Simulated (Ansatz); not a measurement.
Input for Ansatz (development build ahead of 0.2.0):

```yaml
crystal:
  periodic: [false, false, false]
  atoms:
    - { symbol: S, position_ang: [0.0, 0.0, 0.0] }
    - { symbol: O, position_ang: [0.0, 0.0, 2.831] }
basis:
  gaussian: { orbitals: "6-31G" }
magnetization:
  spin_polarized: true
hamiltonian:
  xc: hf
scf:
  omitted_lower_state_checks: [stability, starts, atomic_configurations, cluster_reference, orbital_swaps, given_window_search, neighbouring_geometries, increment]
output:
  forces: true
```

The input is written out in the form of the current development build from the run's settings.

Results

* Converged: yes
* Total energy: -472.05430 hartree
* Spin squared of the determinant: 0.000

Forces (eV/Å):
| atom | Fx | Fy | Fz |
| --- | --- | --- | --- |
| S1 | 0.000 | 0.000 | 0.391 |
| O2 | 0.000 | 0.000 | -0.391 |

This is not the lowest solution: another run reaches a determinant 5.35 eV lower. Caution: another spin multiplicity may lie lower.
